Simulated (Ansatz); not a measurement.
# CH7OSi: the cost of one run

Program: Ansatz 0.2.0. Level of theory: UKS PBE-D4/6-31G. These are calculated values, not measurements.

## (1) The starting structure

Bond lengths: C2–O3 1.360 Å, O3–Si4 1.629 Å, C2–H6 1.087 Å, C2–H7 1.088 Å, Si4–H8 1.464 Å, Si4–H9 1.465 Å, Si4–H10 1.453 Å. Angles: C2–O3–Si4 132.1°, O3–C2–H6 111.3°, O3–C2–H7 114.0°, H6–C2–H7 114.1°, O3–Si4–H8 110.0°, O3–Si4–H9 111.2°, O3–Si4–H10 98.6°, H8–Si4–H9 108.8°, H8–Si4–H10 114.3°, H9–Si4–H10 113.7°.

Structure file:

```xyz
10

H    -0.2047    0.8045   -1.4543
C     0.2069   -0.4997   -1.1565
O    -0.2462   -0.8036    0.0897
Si   -0.0921   -0.0454    1.5227
H    -0.5034    1.7315   -1.5600
H    -0.2570   -1.1312   -1.9100
H     1.2906   -0.4418   -1.2319
H    -0.8639    1.1984    1.5166
H     1.3101    0.2715    1.8055
H    -0.6404   -1.0841    2.3782
```

## (2) Run 1

150 steps of 0.5 fs at constant energy, with velocities drawn for 300 K.

Contents of input.yaml:

```yaml
crystal:
  periodic: [false, false, false]
  atoms:
    - { symbol: H, position_ang: [-0.2047, 0.8045, -1.4543] }
    - { symbol: C, position_ang: [0.2069, -0.4997, -1.1565] }
    - { symbol: O, position_ang: [-0.2462, -0.8036, 0.0897] }
    - { symbol: Si, position_ang: [-0.0921, -0.0454, 1.5227] }
    - { symbol: H, position_ang: [-0.5034, 1.7315, -1.56] }
    - { symbol: H, position_ang: [-0.257, -1.1312, -1.91] }
    - { symbol: H, position_ang: [1.2906, -0.4418, -1.2319] }
    - { symbol: H, position_ang: [-0.8639, 1.1984, 1.5166] }
    - { symbol: H, position_ang: [1.3101, 0.2715, 1.8055] }
    - { symbol: H, position_ang: [-0.6404, -1.0841, 2.3782] }
magnetization:
  spin_polarized: true
  initial_magnetization: 1
basis:
  gaussian: { orbitals: "6-31G" }
hamiltonian:
  xc: pbe
  dispersion: d4
md:
  timestep: 0.5
  n_steps: 150
  ensemble: nve
  temperature: 300.0
  initial_velocities: maxwell_boltzmann
  seed: 889098
```

On the command line:

```sh
ansatz run input.yaml --threads 1 --pin off --max-ram 2048MiB --backend cpu --events-out ev --progress --plain --runs-dir out
```

Q: Estimate wall time and peak memory on 1 thread of an Arm CPU, shared host.

About 6.5 min, with a peak of 0.11 GiB.
